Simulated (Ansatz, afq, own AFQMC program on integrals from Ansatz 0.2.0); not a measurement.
AFQMC, coupled cluster and functionals along a coordinate of GeH$_{4}$ + H, doublet

| atom | x (Å) | y (Å) | z (Å) |
| --- | --- | --- | --- |
| Ge | -0.0337 | 0.0000 | 0.0000 |
| H | -0.5451 | 1.4466 | 0.0000 |
| H | -0.5451 | -0.7233 | 1.2528 |
| H | -0.5451 | -0.7233 | -1.2528 |
| H | 1.5007 | 0.0000 | 0.0000 |
| H | 2.5613 | 0.0000 | 0.0000 |

A hydrogen atom is moved from one rigid fragment to the other; the Ge1–H5 distance tells how far. The two fragments are held close together, so this isn't a minimum-energy path and the start is a compressed complex. Energies in eV count from this geometry (1.534 Å) at the same level; the start stands on UHF, each point on the determinant named.

Basis cc-pVTZ. Only valence electrons are correlated. AFQMC by an in-house program on the Cholesky factors that Ansatz 0.2.0 writes for its CCSD(T) run. The CISD trial takes its coefficients from CCSD amplitudes. Released means that phaseless walkers are propagated on without the constraint, phases kept. Error bars are statistical, one sigma. No spin–orbit coupling.

Cautions, each for one point or more: inner d shell frozen; no relativity below Rb; no spin-orbit coupling.

| r(Ge1–H5) / Å | det. | T1 | weight | ⟨S²⟩ | CCSD(T) | ph-AFQMC/CISD | released AFQMC | CCSDT(Q) | wB97M-V | B2PLYP |
| --- | --- | --- | --- | --- | --- | --- | --- | --- | --- | --- |
| 1.625 | UHF | 0.016 | 0.90 | 0.77 | -0.146 | -0.150 ± 0.004 | -0.156 ± 0.004 | -0.147 | -0.159 | -0.147 |
| 1.670 | UHF | 0.016 | 0.90 | 0.78 | -0.217 | -0.216 ± 0.004 | – | -0.218 | -0.236 | -0.216 |
| 1.715 | UHF | 0.015 | 0.90 | 0.77 | -0.288 | -0.299 ± 0.004 | -0.294 ± 0.004 | -0.288 | -0.312 | -0.283 |
| 1.760 | UHF | 0.014 | 0.90 | 0.77 | -0.352 | -0.359 ± 0.004 | -0.356 ± 0.005 | -0.352 | -0.379 | -0.343 |
| 1.850 | UHF | 0.013 | 0.91 | 0.76 | -0.413 | -0.414 ± 0.005 | -0.412 ± 0.005 | -0.413 | -0.443 | -0.392 |

Weight is that of the determinant in the CISD state; at the start T1 is 0.015 and the weight 0.90, and ⟨S²⟩ is 0.77. A dash marks a missing value, a released energy that hasn't settled or a functional that sits on another state. Largest departures from CCSDT(Q), at the points where its series has closed: CCSD(T) 0.001 eV at 1.670 (on UHF), ph-AFQMC/CISD -0.010 eV at 1.715 (on UHF), released AFQMC -0.009 eV at 1.625 (on UHF), wB97M-V -0.031 eV at 1.850, B2PLYP 0.021 eV at 1.850. Functionals count only at points shown to share the start's state and spin.

Some points may be missing: those where a free walk finds a much lower state, and past Zn most of those on another determinant than at the start.

CCSDT and higher add their correlation energy to the determinant of the CCSD(T) run, since their own runs factorise the integrals more tightly (a shift of under 2 meV). A walk keeps the symmetry of its determinant, which the program's search chose and which needn't be the lowest solution, so a lower state of the same spin and another symmetry isn't excluded. Released energies are given only where the last usable release times agree within the noise; a slower fall can still hide under it.
